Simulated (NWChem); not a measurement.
A series in which one site is exchanged, each optimised at PBE0/def2-SVP with NWChem, gas phase unless a solvent is named. 

A: [K][OH] (KOH; site = K)
B: [Li][OH] (LiOH; site = Li)
C: [OH][Na] (NaOH; site = Na)
D: O (H₂O; site = H)

Values for A:

```
Property                                              Result
----------------------------------------------------  ------
orbital gap (eV), PBE0/def2-SVP                         3.45
highest harmonic frequency (cm⁻¹), PBE0/def2-SVP        3934
lowest singlet excitation, B3LYP/def2-SVPD, TDA (eV)    2.85
```

Question: How do these values change for the other members?

Answer: 
```tsv
change from A	B	C	D
orbital gap (eV), PBE0/def2-SVP	+1.61	+0.13	+6.60
highest harmonic frequency (cm⁻¹), PBE0/def2-SVP	+124	+53	+33
lowest singlet excitation, B3LYP/def2-SVPD, TDA (eV)	+1.25	-0.17	+4.54
```
